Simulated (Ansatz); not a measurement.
**C5H4O: geometry and frequencies**

The task, for C5H4O: geometry and frequencies.

Method: the levels named in each step, in Ansatz 0.2.0.

## Step 1: The system as given

Bond lengths: C1–C2 1.197 Å, C3–C4 1.196 Å, C5–O6 1.136 Å, C1–H7 1.050 Å, C2–H8 1.050 Å, C3–H9 1.049 Å, C4–H10 1.050 Å. Angles: C1–C2–H8 176.4°, C2–C1–H7 175.0°, C3–C4–H10 177.0°, C4–C3–H9 175.7°.

As a file:

```xyz
10

C    -0.5991   -0.2170   -2.0262
C     0.3604    0.4922   -1.9362
C     1.4218   -0.7246    0.8878
C     1.6219    0.1051    1.7255
C    -1.0624   -0.4005    0.4089
O    -1.4867    0.5812    0.7924
H    -1.4286   -0.8387   -2.1960
H     1.1964    1.1109   -1.7915
H     1.3228   -1.4693    0.1551
H     1.7445    0.8473    2.4584
```

## Step 2: A rough first relaxation, PBE-D4/def2-SVP

File input.yaml:

```yaml
crystal:
  periodic: [false, false, false]
  atoms:
    - { symbol: C, position_ang: [-0.59914, -0.21697, -2.02617] }
    - { symbol: C, position_ang: [0.36038, 0.4922, -1.93623] }
    - { symbol: C, position_ang: [1.42178, -0.72461, 0.88779] }
    - { symbol: C, position_ang: [1.62189, 0.1051, 1.72547] }
    - { symbol: C, position_ang: [-1.06243, -0.40054, 0.40886] }
    - { symbol: O, position_ang: [-1.48667, 0.58118, 0.79242] }
    - { symbol: H, position_ang: [-1.42865, -0.83868, -2.196] }
    - { symbol: H, position_ang: [1.19644, 1.11087, -1.79147] }
    - { symbol: H, position_ang: [1.32275, -1.46934, 0.15506] }
    - { symbol: H, position_ang: [1.74452, 0.84726, 2.45844] }
basis:
  gaussian: { orbitals: def2-SVP }
hamiltonian:
  xc: pbe
  dispersion: d4
relax:
  f_tol: 0.03
  max_steps: 200
```

Started as:

```bash
> ansatz run input.yaml --threads 4 --pin off --max-ram 10240MiB --backend cpu --events-out ev --progress --plain --runs-dir out
```

After this run come: Relaxation, PBE0-D4/def2-TZVPP; Frequencies, PBE0-D4/def2-TZVPP.

Before running it: what results should come out? Wanted: C1–C2 at PBE0-D4/def2-TZVPP; C3–C4 at PBE0-D4/def2-TZVPP; C5–O6 at PBE0-D4/def2-TZVPP; frequencies at PBE0-D4/def2-TZVPP.

The runs gave:

| quantity | value |
| --- | --- |
| C1–C2 at PBE0-D4/def2-TZVPP | 1.198 Å |
| C3–C4 at PBE0-D4/def2-TZVPP | 1.198 Å |
| C5–O6 at PBE0-D4/def2-TZVPP | 1.122 Å |
| frequencies at PBE0-D4/def2-TZVPP | 33 to 3514 cm⁻¹ |

No mode is imaginary, so the geometry is a minimum.
